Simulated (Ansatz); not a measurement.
We consider antifluorite Mg₂Sn, described by PBEsol in Ansatz (plane waves, PAW).

Run with plane-wave cutoff 560 eV, 20×20×20 k mesh, Fermi–Dirac smearing 0.05 eV, perturbation theory, scalar-relativistic PAW data made under PBE.

Computed at the level's own relaxed cell.

Space group Fm-3m (No. 225); a = b = c = 6.7454 Å, α = β = γ = 90.00°

```tsv
atom	site	symmetry	x	y	z
Mg	8c	-43m	0.2500	0.2500	0.2500
Sn	4a	m-3m	0.0000	0.0000	0.0000
```
(The calculation used a cell of 3 atoms; values per cell refer to that cell.)

Harmonic phonon frequencies (cm⁻¹; i marks an imaginary mode; at Γ without the LO shift):

| q point | frequencies |
|---|---|
| Γ | 0 0 0 191 191 191 217 217 217 |
| X | 67 67 123 154 155 155 226 226 285 |
| L | 50 50 113 195 195 197 206 206 252 |

No imaginary mode appears at these points.

Note: the solid has no gap at this level, which affects its response.

Ansatz is a quantum-chemistry and plane-wave program.
